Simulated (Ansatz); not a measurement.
Compare A (`C=C=C(F)CN`) with its isomer B (`CNC#CCF`).

Computed with Ansatz on PBE0-D4/def2-TZVP structures; ΔE is electronic, products minus reactants. CCSD(T)/CBS adds triple-zeta CCSD(T) − MP2 to the extrapolated MP2 energy (def2 sets, frozen cores). DFT in def2-TZVPP. Each species was taken in one conformer, which may not be the lowest.

**Question.** Which isomer does CCSD(T)/CBS put lower? Give the gap. (An estimate is asked.)

**Answer.** The calculation gave: A, by 21.6 kJ/mol.

**Question.** Give E(B) − E(A) in kJ/mol with MP2/def2-TZVPP, CCSD/def2-TZVPP, HF/def2-TZVPP, ωB97M-V, r2SCAN-D4, PBE0-D4, PBE-D4. (Estimate.)

**Answer.** The calculation gave: MP2/def2-TZVPP 6.8, CCSD/def2-TZVPP 19.2, HF/def2-TZVPP 5.1, ωB97M-V 21.1, r2SCAN-D4 22.5, PBE0-D4 18.6, PBE-D4 21.6. None reverses the order clearly.

Largest T1 diagnostic: 0.012.

The D4 term adds +3.3 kJ/mol with B3LYP and +1.8 kJ/mol with PBE0; it sums over pairs of atoms, weighted by their polarisabilities, and B3LYP, whose exchange is more repulsive, gets the larger term.

B3LYP here is the variant with VWN-RPA as its local correlation; programs differ in this.
